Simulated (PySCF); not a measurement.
Thiazole, C3H3NS.
Structure used (PBE0-D3(BJ)/def2-SVP), in Å, numbered top down from 1:
```
atom  x, y, z in Å
C1    -0.616   -0.477    0.592
C2    -0.952    0.538   -0.262
S3     0.444    1.057   -1.116
C4     1.370   -0.129   -0.261
N5     0.697   -0.846    0.584
H6    -1.319   -0.988    1.253
H7    -1.926    0.995   -0.427
H8     2.441   -0.237   -0.446
```

Computed at PBE0/pcSseg-1 (PySCF, non-relativistic), with Q(33S) = −0.0678 b, Q(14N) = 0.02044 b: S3, 33S (I = 3/2): χzz = -26.78 MHz, η = 0.438; N5, 14N (I = 1): χzz = -4.777 MHz, η = 0.230.

Task: Where would the pure quadrupole (NQR) lines of 33S at S3 fall for the rigid, isolated species?

Result: From ν = (|χ|/2)√(1 + η²/3): ν = 13.81 MHz (thiophene-type sulfur).

Task: Where would the pure quadrupole (NQR) lines of 14N at N5 fall for the rigid, isolated species?

Result: From ν± = (3/4)|χ|(1 ± η/3) and ν0 = |χ|η/2: ν+ 3.857 MHz, ν− 3.308 MHz, ν0 0.550 MHz (pyridine-type nitrogen).

In a crystal, neighbours and librations shift these lines. The small basis limits the accuracy of the gradients.
